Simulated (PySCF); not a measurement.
## NaC at PBE0

Computed with PBE0; PySCF, no relativity, basis sets Na def2-TZVP, C def2-TZVP.

- state: ⁴Σ⁻ (quartet), unpaired electrons σ ↑, π ↑↑
- bond length: 2.229 Å
- harmonic wavenumber: 434 cm⁻¹
- force constant: 0.873 mdyn/Å
- rotational constant Be: 0.4304 cm⁻¹
- anharmonicity ωexe: 3.32 cm⁻¹
- vibration–rotation constant αe: 0.00497 cm⁻¹
- well depth De to Na + C: 2.03 eV
- dissociation energy D0: 2.00 eV
- bond order (Mayer): 0.66
- dipole moment (positive dipole means Na(−)C(+)): -7.52 D

The state was picked by a PBE0 search and need not be the measured ground state.
